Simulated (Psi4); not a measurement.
# BNH4 (BH2(NH2)): a chain of runs

Aim: a structure relaxation (singlet BNH4, B3LYP-D3(BJ)/def2-SVP), then a single-point energy (doublet [BNH4]+, UB3LYP-D3(BJ)/def2-SVP), then a structure relaxation (doublet [BNH4]+, UB3LYP-D3(BJ)/def2-SVP), then the energy (singlet BNH4, B3LYP-D3(BJ)/def2-SVP) of BH4N. 

The results are computed with Psi4 1.11.

## Step 1: The system as given

The species is BNH4 (6 atoms), meant as a singlet with charge 0. As SMILES, `[H]B([H])N`. Geometry: relaxed at GFN2-xTB. The run starts from this shape.

Bond lengths: B1–N4 1.378 Å, B1–H2 1.171 Å, B1–H3 1.171 Å, N4–H5 1.007 Å, N4–H6 1.007 Å. Angles: B1–N4–H5 123.8°, B1–N4–H6 123.7°, H2–B1–N4 118.8°, H3–B1–N4 119.0°, H5–N4–H6 112.5°, H2–B1–H3 122.1°.

## Step 2: A geometry optimisation at B3LYP-D3(BJ)/def2-SVP (density fitting) (run 1)

The input, input.inp:

```
memory 1600 MB

molecule {
  0 1
  B      0.341950     0.595150     0.003650
  H      1.330110     0.674300     0.627440
  H     -0.078600     1.496820    -0.614110
  N     -0.345390    -0.598720    -0.003870
  H     -1.199300    -0.750580    -0.515060
  H     -0.048780    -1.416960     0.501960
  units angstrom
  symmetry c1
}

set {
  basis def2-SVP
}

opt("b3lyp-d3bj")
```

Run with:

```sh
$ psi4 -n 1 input.inp input.out
```

input.out:

```text
[...]
  Running in c1 symmetry.
[...]
  Nuclear repulsion =   32.535476564421572
[...]
  Multiplicity = 1
[...]
  Nalpha       = 8
  Nbeta        = 8
[...]
    Number of basis functions: 48
[...]
   @DF-RKS iter   1:   -81.75769935112011   -3.06036e-01   1.43030e-02 ADIIS/DIIS
[...]
   @DF-RKS iter   6:   -81.98693474477309   -3.48166e-12   3.22204e-09 DIIS
[...]
    Orbital Energies [Eh]
    ---------------------
    Doubly Occupied:
       1A    -14.333227     2A     -6.743696     3A     -0.858190
       4A     -0.521093     5A     -0.512387     6A     -0.387509
       7A     -0.314479     8A     -0.303116
[...]
  @DF-RKS Final Energy:   -81.98693474477309
   => Energetics <=
    Nuclear Repulsion Energy =             32.1309374605060682
    One-Electron Energy =                -173.0299637439485423
    Two-Electron Energy =                  68.9947414582612026
    DFT Exchange-Correlation Energy =     -10.0790550520837172
    Empirical Dispersion Energy =          -0.0035948675080951
    VV10 Nonlocal Energy =                  0.0000000000000000
    Total Energy =                        -81.9869347447730945
[...]
 Multipole Moments:
 ------------------------------------------------------------------------------------
     Multipole            Electronic (a.u.)      Nuclear  (a.u.)        Total (a.u.)
 ------------------------------------------------------------------------------------
 L = 1.  Multiply by 2.5417464519 to convert [e a0] to [Debye]
 Dipole X            :         -0.2329786           -0.2050718           -0.4380504
 Dipole Y            :         -0.4081908           -0.3522250           -0.7604158
 Dipole Z            :         -0.0051813            0.0003821           -0.0047991
 Magnitude           :                                                    0.8775781
[...]
  -Total Gradient:
     Atom            X                  Y                   Z
    ------   -----------------  -----------------  -----------------
       1        0.000089446647    -0.000143558035    -0.000188978942
       2       -0.000028851497     0.000005872429     0.000090109640
       3       -0.000071335197     0.000032189335     0.000048482839
       4       -0.000028464359     0.000024801313     0.000030159134
       5        0.000051632127     0.000027311754     0.000038424278
       6       -0.000005524917     0.000065266167    -0.000018180903
[...]
    Final optimized geometry and variables:
    Molecular point group: c1
    Full point group: C1
    Geometry (in Angstrom), charge = 0, multiplicity = 1:
    B            0.381761379847     0.661921381557     0.003693380833
    H            1.399906824454     0.749990669781     0.647791860741
    H           -0.050550523325     1.593749470138    -0.631951689781
    N           -0.312280144058    -0.541706985983    -0.003202791018
    H           -1.172735458989    -0.685215234139    -0.519567663684
    H           -0.007986052838    -1.362572344555     0.507882343139
    Psi4 run time: 0:00:17.18
[...]
```

The script printed:

```text
Optimizer: Optimization complete!
```

Run time: 19 s. Hardware: 1 thread of AMD EPYC 7R43 (Zen 3), shared host; peak memory 0.42 GiB.

The path in brief:

```csv
step,energy from the first frame kept (eV),largest force (eV/Å)
0,0.0000,0.9346
1,-0.0396,0.0620
2,-0.0398,0.0179
3,-0.0398,0.0130
```

After the run. Bond lengths: B1–N4 1.389 Å, B1–H2 1.208 Å, B1–H3 1.208 Å, N4–H5 1.014 Å, N4–H6 1.014 Å. Angles: B1–N4–H5 123.3°, B1–N4–H6 123.3°, H2–B1–N4 119.1°, H3–B1–N4 119.1°, H5–N4–H6 113.4°, H2–B1–H3 121.7°.

## Step 3: The doublet cation: a single-point energy at UB3LYP-D3(BJ)/def2-SVP (density fitting) (run 2)

The input, bh4n.xyz:

```xyz
6
BH4N
B      0.344974     0.598977     0.003219
H      1.363120     0.687047     0.647318
H     -0.087338     1.530806    -0.632426
N     -0.349067    -0.604651    -0.003677
H     -1.209523    -0.748159    -0.520042
H     -0.044773    -1.425516     0.507408
```

The input, calc.py:

```python
import psi4

psi4.set_memory(1600000000)
psi4.set_num_threads(1)
psi4.set_output_file('output.dat', False)

with open('bh4n.xyz') as f:
    atoms = ''.join(f.readlines()[2:])
m = psi4.geometry('1 2\n' + atoms + '')

psi4.set_options({
    'basis': 'def2-SVP',
    'reference': 'uks',
})

e_tot, wfn = psi4.energy("b3lyp-d3(bj)", return_wfn=True)
print(f'total energy {e_tot:.8f} hartree = {e_tot * 27.211386:.5f} eV')
```

Run with:

```sh
$ python calc.py
```

output.dat:

```text
[...]
  Running in c1 symmetry.
[...]
  Nuclear repulsion =   32.130939287701892
[...]
  Multiplicity = 2
[...]
  Nalpha       = 8
  Nbeta        = 7
[...]
    Number of basis functions: 48
[...]
   @DF-UKS iter   1:   -81.39209331503432    3.56647e-02   1.28969e-02 DIIS/ADIIS
[...]
   @DF-UKS iter  13:   -81.55646999667209   -5.98324e-09   1.77354e-07 DIIS
[...]
   @S^2 Observed:                7.565786633E-01
[...]
    Orbital Energies [Eh]
    ---------------------
    Alpha Occupied:
       1A    -14.611022     2A     -7.093714     3A     -1.134672
       4A     -0.840272     5A     -0.794592     6A     -0.724094
       7A     -0.685709     8A     -0.575605
    Alpha Virtual:
       9A     -0.277483    10A     -0.163459    11A     -0.125167
      12A     -0.112647    13A     -0.050039    14A     -0.046263
      15A     -0.030263    16A      0.034421    17A      0.066791
      18A      0.210787    19A      0.316519    20A      0.338440
      21A      0.359434    22A      0.461114    23A      0.524068
      24A      0.556852    25A      0.589881    26A      0.659537
[...]
  @DF-UKS Final Energy:   -81.55646999667209
   => Energetics <=
    Nuclear Repulsion Energy =             32.1309392877018922
    One-Electron Energy =                -168.1877498138702549
    Two-Electron Energy =                  64.2986596408218531
    DFT Exchange-Correlation Energy =      -9.7947242438070852
    Empirical Dispersion Energy =          -0.0035948675184987
    VV10 Nonlocal Energy =                  0.0000000000000000
    Total Energy =                        -81.5564699966720923
[...]
 Multipole Moments:
 ------------------------------------------------------------------------------------
     Multipole            Electronic (a.u.)      Nuclear  (a.u.)        Total (a.u.)
 ------------------------------------------------------------------------------------
 L = 1.  Multiply by 2.5417464519 to convert [e a0] to [Debye]
 Dipole X            :          0.4173750           -0.2050719            0.2123032
 Dipole Y            :          0.7212808           -0.3522230            0.3690578
 Dipole Z            :          0.0023445            0.0003825            0.0027270
 Magnitude           :                                                    0.4257743
[...]
```

The script printed:

```text
total energy -81.55647000 hartree = -2219.26459 eV
```

Wall time 13 s (1 thread of AMD EPYC 7R43 (Zen 3), shared host); peak memory 0.38 GiB.

## Step 4: The doublet cation: a geometry optimisation at UB3LYP-D3(BJ)/def2-SVP (density fitting) (run 3)

The input, bh4n.py:

```python
import psi4

psi4.set_memory('1600 MB')
psi4.set_num_threads(1)
psi4.set_output_file('output.dat', False)

molecule = psi4.geometry("""
1 2
B      0.344974     0.598977     0.003219
H      1.363120     0.687047     0.647318
H     -0.087338     1.530806    -0.632426
N     -0.349067    -0.604651    -0.003677
H     -1.209523    -0.748159    -0.520042
H     -0.044773    -1.425516     0.507408
symmetry c1
""")

psi4.set_options({
    'reference': 'uks',
})

e = psi4.optimize('b3lyp-d3(bj)/def2-SVP')
print('E =', round(e, 9))
print(molecule.to_string(dtype='xyz', units='Angstrom'))
```

Run with:

```sh
$ python bh4n.py
```

output.dat, shortened:

```text
[...]
  Running in c1 symmetry.
[...]
  Nuclear repulsion =   32.130939287701892
[...]
  Multiplicity = 2
[...]
  Nalpha       = 8
  Nbeta        = 7
[...]
    Number of basis functions: 48
[...]
   @DF-UKS iter   1:   -81.39209331503432    3.56647e-02   1.28969e-02 ADIIS/DIIS
[...]
   @DF-UKS iter   7:   -81.58862007702503   -5.71276e-12   5.54026e-09 DIIS
[...]
   @S^2 Observed:                7.535199917E-01
[...]
  @DF-UKS Final Energy:   -81.58862007702503
   => Energetics <=
    Nuclear Repulsion Energy =             32.1635982842197592
    One-Electron Energy =                -168.3055090279232786
    Two-Electron Energy =                  64.3500765009941205
    DFT Exchange-Correlation Energy =      -9.7932557038675014
    Empirical Dispersion Energy =          -0.0035301304481142
    VV10 Nonlocal Energy =                  0.0000000000000000
    Total Energy =                        -81.5886200770250269
[...]
 Multipole Moments:
 ------------------------------------------------------------------------------------
     Multipole            Electronic (a.u.)      Nuclear  (a.u.)        Total (a.u.)
 ------------------------------------------------------------------------------------
 L = 1.  Multiply by 2.5417464519 to convert [e a0] to [Debye]
 Dipole X            :          0.1391001            0.1434813            0.2825814
 Dipole Y            :          0.2414921            0.2489704            0.4904625
 Dipole Z            :          0.0015536            0.0015040            0.0030576
 Magnitude           :                                                    0.5660522
[...]
  -Total Gradient:
     Atom            X                  Y                   Z
    ------   -----------------  -----------------  -----------------
       1       -0.000064837765    -0.000108982722     0.000001816667
       2       -0.000020023090     0.000020599027    -0.000003211321
       3        0.000028672915    -0.000007459396     0.000001924296
       4        0.000049059708     0.000082970916    -0.000000882513
       5        0.000009345209     0.000009627079     0.000020482069
       6        0.000003518455     0.000013204723    -0.000020063603
[...]
    Final optimized geometry and variables:
    Molecular point group: c1
    Full point group: C1
    Geometry (in Angstrom), charge = 1, multiplicity = 2:
    B            0.350885120746     0.609016949196     0.003802835079
[...]
```

On the terminal:

```text
Optimizer: Optimization complete!
E = -81.588620077
6
1 2 BH4N
B                     0.350885120746     0.609016949196     0.003802835079
H                     1.401627981849     1.153931585219     0.494785993482
H                     0.297965357057     1.795867375166    -0.476452205596
N                    -0.312503624942    -0.542394827005    -0.003382942661
H                    -1.182665917231    -0.691519825639    -0.526044150935
H                    -0.007900626611    -1.374850652040     0.513172644336
```

Wall time 63 s (1 thread of AMD EPYC 7R43 (Zen 3), shared host); peak memory 0.42 GiB.

The path in brief:

```csv
step,energy from the first frame kept (eV),largest force (eV/Å)
0,0.0000,6.6963
1,-0.5047,1.9145
2,-0.7563,0.9489
3,-0.8587,0.6055
4,-0.8731,0.3117
5,-0.8748,0.0312
6,-0.8748,0.0065
```

After the run. Bond lengths: B1–N4 1.329 Å, B1–H2 1.281 Å, B1–H3 1.281 Å, N4–H5 1.026 Å, N4–H6 1.026 Å. Angles: B1–N4–H5 123.5°, B1–N4–H6 123.5°, H2–B1–N4 141.2°, H3–B1–N4 141.2°, H5–N4–H6 113.0°, H2–B1–H3 77.5°.

## Step 5: The energy at B3LYP-D3(BJ)/def2-SVP (density fitting) (run 4)

The input, calc.py:

```python
import psi4

psi4.set_memory(1600000000)
psi4.set_num_threads(1)
psi4.core.set_output_file('psi4.out', False)

mol = psi4.geometry("""
B      0.59355920     1.03192841     0.00629090
H      2.57917569     2.06166664     0.93411430
H      0.49355489     3.27474987    -0.90125952
N     -0.66006433    -1.14392492    -0.00728867
H     -2.30443219    -1.42573033    -0.99497482
H     -0.08444808    -2.71703877     0.96885880
units bohr
""")

psi4.set_options(dict(basis='def2-SVP'))

e_tot, wfn = psi4.energy('b3lyp-d3(bj)', molecule=mol, return_wfn=True)
print(f'b3lyp-d3(bj) energy: {e_tot:.10f} Eh')
for k, v in sorted(psi4.core.scalar_variables().items()):
    print(f'{k:45s} {v:18.10f}')
```

Run with:

```sh
$ python calc.py
```

psi4.out:

```text
[...]
  Running in c1 symmetry.
[...]
  Nuclear repulsion =   32.163597765099972
[...]
  Multiplicity = 1
[...]
  Nalpha       = 8
  Nbeta        = 8
[...]
    Number of basis functions: 48
[...]
   @DF-RKS iter   1:   -81.70755580773650   -2.54325e-01   1.44634e-02 DIIS/ADIIS
[...]
   @DF-RKS iter   7:   -81.93959640575922   -7.00570e-08   5.78425e-07 DIIS
[...]
    Orbital Energies [Eh]
    ---------------------
    Doubly Occupied:
       1A    -14.349157     2A     -6.751981     3A     -0.876408
       4A     -0.531530     5A     -0.521382     6A     -0.428159
       7A     -0.323378     8A     -0.239832
[...]
  @DF-RKS Final Energy:   -81.93959640575922
   => Energetics <=
    Nuclear Repulsion Energy =             32.1635977650999720
    One-Electron Energy =                -172.9218825982685814
    Two-Electron Energy =                  68.8772993224185939
    DFT Exchange-Correlation Energy =     -10.0550807647585074
    Empirical Dispersion Energy =          -0.0035301302506931
    VV10 Nonlocal Energy =                  0.0000000000000000
    Total Energy =                        -81.9395964057592181
[...]
 Multipole Moments:
 ------------------------------------------------------------------------------------
     Multipole            Electronic (a.u.)      Nuclear  (a.u.)        Total (a.u.)
 ------------------------------------------------------------------------------------
 L = 1.  Multiply by 2.5417464519 to convert [e a0] to [Debye]
 Dipole X            :         -0.6778232            0.1434814           -0.5343418
 Dipole Y            :         -1.1763597            0.2489693           -0.9273905
 Dipole Z            :         -0.0072627            0.0015035           -0.0057593
 Magnitude           :                                                    1.0703306
[...]
```

The script printed:

```text
b3lyp-d3(bj) energy: -81.9395964058 Eh
B3LYP-D3(BJ) DISPERSION CORRECTION ENERGY          -0.0035301303
CURRENT ENERGY                                    -81.9395964058
CURRENT REFERENCE ENERGY                          -81.9395964058
DD SOLVATION ENERGY                                 0.0000000000
DFT FUNCTIONAL TOTAL ENERGY                       -81.9360662755
DFT TOTAL ENERGY                                  -81.9395964058
DFT VV10 ENERGY                                     0.0000000000
DFT XC ENERGY                                     -10.0550807648
DISPERSION CORRECTION ENERGY                       -0.0035301303
GRID ELECTRONS ALPHA                                7.9999993229
GRID ELECTRONS BETA                                 7.9999993229
GRID ELECTRONS TOTAL                               15.9999986459
NUCLEAR REPULSION ENERGY                           32.1635977651
ONE-ELECTRON ENERGY                              -172.9218825983
PCM POLARIZATION ENERGY                             0.0000000000
PE ENERGY                                           0.0000000000
SCF ITERATION ENERGY                              -81.9395964058
SCF ITERATIONS                                      7.0000000000
SCF TOTAL ENERGY                                  -81.9395964058
TWO-ELECTRON ENERGY                                68.8772993224
XC GRID RADIAL POINTS                              75.0000000000
XC GRID SPHERICAL POINTS                          302.0000000000
XC GRID TOTAL POINTS                           130845.0000000000
```

It took 7.8 s on 1 thread of AMD EPYC 7R43 (Zen 3), shared host; peak memory 0.38 GiB.

## Step 6: Summary of results

| quantity | value |
| --- | --- |
| run 1, B3LYP-D3(BJ)/def2-SVP: total energy at the end | -81.98693 Eh |
| run 1, B3LYP-D3(BJ)/def2-SVP: dipole moment | 2.23 D |
| run 1, B3LYP-D3(BJ)/def2-SVP: HOMO energy | -8.25 eV |
| run 1, B3LYP-D3(BJ)/def2-SVP: LUMO energy | 0.33 eV |
| run 1, B3LYP-D3(BJ)/def2-SVP: HOMO–LUMO gap | 8.58 eV |
| run 1, B3LYP-D3(BJ)/def2-SVP: dispersion energy | -9.44 kJ/mol |
| doublet cation, run 2: total energy | -81.55647 Eh |
| doublet cation, run 2: HOMO energy (highest over α and β) | -15.65 eV |
| doublet cation, run 2: LUMO energy (lowest over α and β) | -14.83 eV |
| doublet cation, run 2: dispersion energy | -9.44 kJ/mol |
| doublet cation, run 2: ⟨S²⟩ | 0.757 |
| doublet cation, run 3: total energy at the end | -81.58862 Eh |
| doublet cation, run 3: HOMO energy (highest over α and β) | -15.93 eV |
| doublet cation, run 3: LUMO energy (lowest over α and β) | -12.53 eV |
| doublet cation, run 3: dispersion energy | -9.27 kJ/mol |
| doublet cation, run 3: ⟨S²⟩ | 0.754 |
| run 4, B3LYP-D3(BJ)/def2-SVP: total energy | -81.93960 Eh |
| run 4, B3LYP-D3(BJ)/def2-SVP: dipole moment | 2.72 D |
| run 4, B3LYP-D3(BJ)/def2-SVP: HOMO energy | -6.53 eV |
| run 4, B3LYP-D3(BJ)/def2-SVP: LUMO energy | 0.48 eV |
| run 4, B3LYP-D3(BJ)/def2-SVP: HOMO–LUMO gap | 7.01 eV |
| run 4, B3LYP-D3(BJ)/def2-SVP: dispersion energy | -9.27 kJ/mol |
| adiabatic ionisation energy (to the doublet cation, no zero-point term) | 10.839 eV |

In words: The adiabatic ionisation energy (to the doublet cation, no zero-point term) is 10.84 eV (1046 kJ/mol). The optimisation (run 1, B3LYP-D3(BJ)/def2-SVP) took 4 steps and changed the energy by -0.040 eV. The optimisation (doublet cation, run 3) took 7 steps and changed the energy by -0.875 eV.
